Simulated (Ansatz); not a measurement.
**BH2Cl (SMILES [H]B([H])Cl): the energy, rung by rung**

BH2Cl: 4 atoms, total charge 0, spin state singlet. As SMILES, `[H]B([H])Cl`. The shape is that of a GFN2-xTB optimisation.

```xyz
4

B     0.0693    0.1144   -0.0004
H     1.2401    0.0707    0.0155
H    -0.5121    1.1316   -0.0190
Cl   -0.7973   -1.3167    0.0038
```

Each level gives the energy change with the B1–H3 bond stretched from 1.172 to 2.929 Å (eV). The values are calculated.

```json
{"level": "HF/STO-3G (restricted)", "kind": "Hartree–Fock", "program": "Ansatz", "value (eV)": "9.92", "less FCI/STO-3G": "+4.56", "CPU time (all runs)": "0.14 s"}
{"level": "SVWN5/STO-3G (restricted)", "kind": "LDA", "program": "Ansatz", "value (eV)": "7.17", "less FCI/STO-3G": "+1.81", "CPU time (all runs)": "0.97 s"}
{"level": "revPBE/STO-3G (restricted)", "kind": "GGA", "program": "Ansatz", "value (eV)": "6.77", "less FCI/STO-3G": "+1.41", "CPU time (all runs)": "1.5 s"}
{"level": "r2SCAN/STO-3G (restricted)", "kind": "meta-GGA", "program": "Ansatz", "value (eV)": "7.31", "less FCI/STO-3G": "+1.95", "CPU time (all runs)": "3.8 s"}
{"level": "B3LYP/STO-3G (restricted)", "kind": "global hybrid", "program": "Ansatz", "value (eV)": "7.44", "less FCI/STO-3G": "+2.08", "CPU time (all runs)": "1.6 s"}
{"level": "wB97X/STO-3G (restricted)", "kind": "range-separated hybrid", "program": "Ansatz", "value (eV)": "8.36", "less FCI/STO-3G": "+3.00", "CPU time (all runs)": "6 s"}
{"level": "MP2/STO-3G (restricted)", "kind": "perturbation theory", "program": "Ansatz", "value (eV)": "7.10", "less FCI/STO-3G": "+1.74", "CPU time (all runs)": "0.17 s"}
{"level": "CCSDTQ/STO-3G (restricted)", "kind": "coupled cluster or CI", "program": "Ansatz", "value (eV)": "5.36", "less FCI/STO-3G": "0.00", "CPU time (all runs)": "3.3 s"}
{"level": "FCI/STO-3G", "kind": "exact in the basis", "program": "Ansatz", "value (eV)": "5.36", "less FCI/STO-3G": "0.00", "CPU time (all runs)": "0.64 s"}
```

FCI/STO-3G is exact within its basis and frozen core, so for wave-function methods in that basis the difference is their error; functionals converge differently with the basis, so for them it is only a difference. Spin-restricted single references rise too steeply as a bond breaks, Hartree–Fock most of all. Perturbation and coupled-cluster corrections on them can overshoot downwards. The first shape isn't each level's own minimum. The values span 5.36 to 9.92 eV. All rows use very small basis sets, so even the best lies far from the true value. Times are those of the runs behind each value, whatever else they computed, on shared processors of several kinds: orders of magnitude only.
